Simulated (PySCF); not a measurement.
# From one method to the next for NaF

Starting from one script, swap the method and compare what comes out for NaF.

Program: PySCF 2.14.0. Level of theory: method and basis as typed in the scripts. These are calculated values, not measurements.

1 further run of the same task is left out (it didn't finish).

## (1) The starting structure

NaF: 2 atoms, charge 0, spin multiplicity 1.

Bond lengths: Na1–F2 2.037 Å.

## (2) Base script

Contents of input.py:

```python
from pyscf import gto, dft

mol = gto.M(
    atom='Na 0 0 0; F 0 0 2.037',
    basis='cc-pvdz',
    charge=0,
    spin=0,
    symmetry=True,
    verbose=4,
)
mf = dft.RKS(mol, xc='b3pw91')
mf = mf.density_fit(auxbasis='def2-universal-jkfit')
mf.kernel()
mf.dip_moment()
print('orbital energies (hartree):', mf.mo_energy[..., max(0, mol.nelec[1]-3):mol.nelec[0]+3].round(4))
```

Started as:

```sh
$ OMP_NUM_THREADS=1 python input.py
```

Its log is not repeated here.

Base result: E(SCF) = -262.098914 Eh, 9 cycles, μ = 8.02 D.

The bond length is a typed value, not an optimised one.

## (3) Pw91

Edit 1 changes functional: b3pw91 → pw91.

Contents of input.py:

```python
from pyscf import gto, dft

mol = gto.M(
    atom='Na 0 0 0; F 0 0 2.037',
    basis='cc-pvdz',
    charge=0,
    spin=0,
    symmetry=True,
    verbose=4,
)
mf = dft.RKS(mol, xc='pw91')
mf = mf.density_fit(auxbasis='def2-universal-jkfit')
mf.kernel()
mf.dip_moment()
print('orbital energies (hartree):', mf.mo_energy[..., max(0, mol.nelec[1]-3):mol.nelec[0]+3].round(4))
```

Started as:

```sh
$ OMP_NUM_THREADS=1 python input.py
```

## (4) Mn15

Edit 2 changes functional: b3pw91 → mn15.

input.py: that of step 2 with these lines changed.

```diff
@@ -10,3 +10,3 @@
 )
-mf = dft.RKS(mol, xc='b3pw91')
+mf = dft.RKS(mol, xc='mn15')
 mf = mf.density_fit(auxbasis='def2-universal-jkfit')
```

## (5) EOM-EA (RHF)

Edit 3 changes step after the SCF: none → eomea; SCF type: RKS → RHF; functional: b3pw91 → none (Hartree–Fock); number of roots: none → 4.

input.py: that of step 2 with these lines changed.

```diff
@@ -1,2 +1,2 @@
-from pyscf import gto, dft
+from pyscf import gto, scf, cc
 
@@ -10,5 +10,9 @@
 )
-mf = dft.RKS(mol, xc='b3pw91')
+mf = scf.RHF(mol)
 mf = mf.density_fit(auxbasis='def2-universal-jkfit')
 mf.kernel()
+mycc = cc.CCSD(mf)
+mycc.kernel()
+e = mycc.eaccsd(nroots=4)[0]
+print('roots (eV) =', (e*27.211386).round(3))
 mf.dip_moment()
```

Before running it: what results should come out? Wanted: for each run, E(SCF); from base; gap; SCF dipole; after the SCF.

**Answer**, as computed:

```csv
run,E(SCF) (hartree),from base (eV),cycles,gap (eV),SCF dipole (D),after the SCF
base,-262.098914,0,9,4.14,8.02,n/a
pw91,-262.115861,not comparable,10,2.16,7.40,n/a
mn15,-261.995158,not comparable,9,6.37,8.14,n/a
EOM-EA (RHF),-261.323861,not comparable,8,10.49,8.72,"CCSD correlation -5.699 eV, first root -0.36 eV"
```

**Reading.** The gap between the frontier levels is 2.2 eV with pw91 (0 % exact exchange) and 6.4 eV with mn15 (44 %): exact exchange opens it. A lower total energy from another functional means nothing by itself.
